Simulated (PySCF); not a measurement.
## Multinuclear NMR of pyrimidine

Mapped SMILES: `[cH:1]1[cH:2][n:3][cH:4][n:5][cH:6]1`. Hydrogens are named by the atom that carries them.

Level of theory: spin–spin couplings from B3LYP/pcJ-1 (spin–dipole term only in couplings to heteroatoms), coordinates at the GFN2-xTB level, PBE0/pcSseg-1 with gauge-including orbitals, in PySCF (isolated molecule, non-relativistic Hamiltonian, one computed conformer, equivalent nuclei averaged).

Q: What are the ¹⁵N shifts?

A: 
```json
{"atoms": "N3/N5", "environment": "pyridine-type ring nitrogen", "σ (ppm)": "-68.5", "δ (ppm)": "-84.9"}
```

Shieldings were converted by a linear fit to measured shifts: ¹⁵N: δ = -148.07 − 0.921σ (rms 6.3 ppm, 71 shifts vs CH3NO2, solution or neat liquid). A few per cent of atoms miss by over 2 rms, more outside the fitted compound classes. Couplings are scaled by factors fitted to measured values: ³J(H,H) × 0.92 (rms 0.5 Hz); all others are unscaled and can be 10–30 % off.

Couplings (the largest are listed; each averaged over equivalent pairs): ¹J(N3,C4) = 2.8 Hz, ²J(N3,H(C4)) = -16.5 Hz, ²J(N3,H(C2)) = -11.5 Hz, ²J(C1,N3) = 1.7 Hz, ³J(C2,N5) = -5.4 Hz. Signs are for ¹⁵N, whose magnetogyric ratio is negative.

On a 400 MHz spectrometer ¹⁵N resonates near 40.5 MHz, so 1 ppm is 40.5 Hz.
